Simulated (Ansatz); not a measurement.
A calculation on hcp Y returned lattice constant a 3.674 Å, lattice parameter c 5.682 Å, equilibrium volume per atom 33.20 Å³/atom, bulk modulus 41.0 GPa, cohesive energy 4.16 eV/atom.

For reference: lattice constant a 3.648 Å (measured, 293 K, not corrected to a static lattice; as tabulated in Wikipedia's data pages); lattice parameter c 5.732 Å (measured, 293 K, no zero-point or thermal correction; as tabulated in Wikipedia's data pages); equilibrium volume per atom 32.95 Å³/atom (measured, copied from a table, unchecked, extrapolated to 0 K and zero-point effects removed; as tabulated in Lejaeghere et al. (2013), arXiv:1204.2733); bulk modulus 41.7 GPa (measured, zero-point energy and finite temperature contributions removed, our sources range from 37.3 to 41.7; as tabulated in doi:10.1021/acs.jctc.3c00612); cohesive energy 4.42 eV/atom (measured, finite-temperature (and zero-point) corrections as in the cited sets; as tabulated in Jana et al. (2018), arXiv:1807.00350).

Question: Which level of theory produced these numbers?
(A) PBE-D3(BJ) (Ansatz, an electronic-structure program)
(B) r²SCAN-D4 (Ansatz)
(C) RPBE (Ansatz)
(D) revPBE (Ansatz)

Answer: B, r²SCAN-D4 (Ansatz)

The others give: PBE-D3(BJ) 3.604 Å, 5.605 Å, 31.52 Å³/atom, 42.0 GPa, 4.53 eV/atom; RPBE 3.700 Å, 5.756 Å, 34.13 Å³/atom, 38.4 GPa, 3.79 eV/atom; revPBE 3.689 Å, 5.735 Å, 33.79 Å³/atom, 39.0 GPa, 3.86 eV/atom.

Unless a cell is named, each level is at its own relaxed cell (PBE-D3(BJ) 31.51, r²SCAN-D4 33.20, revPBE 33.79, RPBE 34.13 Å³/atom).

The crystal itself was run without spin with PBE-D3(BJ), RPBE, revPBE, r²SCAN-D4; a magnetic state was not tried in these runs.

Ansatz's density-functional and Hartree–Fock values are scalar-relativistic unless marked +SOC, with PAW data made under PBE.
